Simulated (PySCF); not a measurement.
# CH7NSi: the cost of one run

Computed with PySCF 2.14.0, with density-fitted response routines of our own, on a single molecule in the gas phase. Atoms are numbered from 0 throughout.

### Step 1. Starting geometry

10 atoms, charge 0, multiplicity 1; geometry from: GFN2-xTB. The atoms were then displaced at random by about 0.01 Å, so the start is not that level's minimum.

Bonds of the start (Å): C0–N1 1.43, N1–Si2 1.70, C0–H3 1.07, C0–H4 1.13, C0–H5 1.09, N1–H6 1.01, Si2–H7 1.46, Si2–H8 1.50, Si2–H9 1.47.

### Step 2. Optimising the geometry at PBE0-D3(BJ)/def2-SVP

The job: settings as JSON, then the geometry in Å.

```
{"job": {"xc": "PBE0", "basis": "def2-SVP", "d3": "d3bj", "grid": 1, "shake": 0.01, "kind": "geom"}, "charge": 0, "multiplicity": 1}
C     -1.357660    -0.141920    -0.041100
N     -0.144560     0.614410    -0.112460
Si     1.385160    -0.130050    -0.016040
H     -1.216540    -1.064740    -0.562220
H     -2.176920     0.435650    -0.552770
H     -1.697990    -0.320620     0.981420
H     -0.230330     1.542610     0.278470
H      1.447680    -1.127340    -1.075500
H      1.701960    -0.799470     1.286280
H      2.339640     0.970550    -0.207140
```

Launch:

```console
OMP_NUM_THREADS=1 python probes_run.py task.json out
```

This one command runs all jobs of the session in turn.

Q: Estimate the wall time and peak memory of this first job on 1 thread of Arm Neoverse V2, shared host.

About 10 s, with a peak of 0.34 GiB.
